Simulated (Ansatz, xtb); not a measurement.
## Relaxing a trial structure of CH2MgSi

The starting geometry of this gas-phase triplet was built from a drawn formula by distance geometry and a force field; its bonds are those of `[C]1[Mg][SiH2]1`.

```yaml
atoms:
  - { symbol: C, position_ang: [-0.1847, 0.8593, 0.4638] }
  - { symbol: Mg, position_ang: [-1.4336, 0.0211, 2.0200] }
  - { symbol: Si, position_ang: [0.2937, -0.9272, 0.3877] }
  - { symbol: H, position_ang: [1.6677, -1.0985, 0.8677] }
  - { symbol: H, position_ang: [-0.1982, -1.5798, -0.8218] }
```

**Question.** Predict what becomes of its bonds when it is optimised with r2SCAN-D4/def2-SVP.

**Answer.** A bond breaks, giving a structure given below by its coordinates. Contacts that open: Mg2–Si3 (2.56 → 3.79 Å).

The energy falls by 1.18 eV over 11 steps:

```csv
step,E − E(last) (eV)
1,1.176
2,0.654
3,0.425
4,0.282
5,0.153
7,0.026
8,0.002
9,0.000
10,0.000
11,0.000
```

Final geometry (Å):

```json
{"atom": "C", "x (Å)": "-0.5805", "y (Å)": "-0.0439", "z (Å)": "1.1137"}
{"atom": "Mg", "x (Å)": "-1.9011", "y (Å)": "1.0470", "z (Å)": "2.2681"}
{"atom": "Si", "x (Å)": "0.5209", "y (Å)": "-0.9509", "z (Å)": "0.1539"}
{"atom": "H", "x (Å)": "1.9544", "y (Å)": "-1.1631", "z (Å)": "0.5131"}
{"atom": "H", "x (Å)": "0.1512", "y (Å)": "-1.6142", "z (Å)": "-1.1314"}
```

From the same start GFN2-xTB reaches the same bonding as this run.

The end wasn't checked by frequencies. Open shells are spin-unrestricted. The triplet needn't be the ground state. Run with Ansatz 0.2.0, 37 s on 2 threads of Arm Neoverse V1, with other jobs on the host.
